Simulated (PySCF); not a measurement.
A structure optimised at B3LYP-D3(BJ)/def2-TZVP, used in a PySCF frequency run:

```
C
H 1 1.0879
H 1 1.0879 2 110.34
H 1 1.0887 2 108.79 3 -119.27
S 1 1.8231 2 111.32 4 -116.62
H 5 1.3429 1 97.06 2 -61.78
```

Q: Write its SMILES, formula and point group.

A: CS, CH₄S, Cs

Q: What are its rotational constants (standard atomic weights)?

A: 103.18, 12.839, 12.313 GHz
